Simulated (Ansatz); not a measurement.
Frontier orbitals of C3H5FN2, SMILES `FC1=CNCN1`.

| atom | x (Å) | y (Å) | z (Å) |
| --- | --- | --- | --- |
| F1 | 1.788 | 1.753 | 0.301 |
| C2 | 0.917 | 0.763 | 0.202 |
| C3 | 1.119 | -0.546 | 0.273 |
| N4 | -0.156 | -1.181 | 0.325 |
| C5 | -1.094 | -0.164 | -0.164 |
| N6 | -0.440 | 1.097 | 0.196 |
| H7 | 2.034 | -1.077 | 0.472 |
| H8 | -0.202 | -2.019 | -0.239 |
| H9 | -1.227 | -0.232 | -1.261 |
| H10 | -2.069 | -0.258 | 0.318 |
| H11 | -0.671 | 1.863 | -0.423 |

The species carries charge 0 and has multiplicity 1. The geometry is a stationary point of PBE0-D4/def2-TZVP. Basis def2-TZVPP, Ansatz 0.2.0.

Orbital energies of one run (eV). Highest occupied ones, from the top: -4.20, -7.47, -7.90, -9.70, -10.32, -11.33, -11.49, -12.06, -12.20, -12.70, -14.74, -15.59, -16.95, -19.77. Empty: 0.33, 0.71, 1.04, 2.01, 2.17, 2.43.

**Question.** Which functional gave them?
A. LC-ωPBE
B. B97M-V
C. BHLYP
D. PBE0

**Answer.** B. HOMO energies: B97M-V -4.20, LC-ωPBE -7.76, PBE0 -5.12, BHLYP -6.25 eV.

LC-ωPBE has ω = 0.4 bohr⁻¹.
